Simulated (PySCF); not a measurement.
Stepwise substitution at one centre (B F-SiH3). All species are isolated molecules in the gas phase. Strings in code marks are SMILES.

The S1 excitation (TDA) from two functionals at the same geometries (B3LYP-D3(BJ)/def2-TZVP), both in PySCF: PBE-D3(BJ)/def2-TZVP and B3LYP-D3(BJ)/def2-TZVP. B3LYP has the VWN-RPA correlation part, as in Gaussian. Excitations are Tamm–Dancoff values on a coarser integration grid. The basis has no diffuse functions, so Rydberg states are missing or too high.

```tsv
species	PBE-D3(BJ)/def2-TZVP (eV)
0 of 3 F replaced by SiH3 (`FB(F)F`)	9.70
1 of 3 F replaced by SiH3 (`FB(F)[SiH3]`)	6.30
2 of 3 F replaced by SiH3 (`FB([SiH3])[SiH3]`)	3.45
3 of 3 F replaced by SiH3 (`[SiH3]B([SiH3])[SiH3]`)	3.05
```

What does B3LYP-D3(BJ)/def2-TZVP give for each?


- 0 of 3 F replaced by SiH3 (`FB(F)F`): 10.48
- 1 of 3 F replaced by SiH3 (`FB(F)[SiH3]`): 6.62
- 2 of 3 F replaced by SiH3 (`FB([SiH3])[SiH3]`): 3.65
- 3 of 3 F replaced by SiH3 (`[SiH3]B([SiH3])[SiH3]`): 3.27
Over these rows, drawn at random from the members with no instability flagged (it was tested for open shells, ions and some series alone), PBE minus B3LYP-D3(BJ): mean -0.38 eV, from -0.78 eV to -0.19 eV.
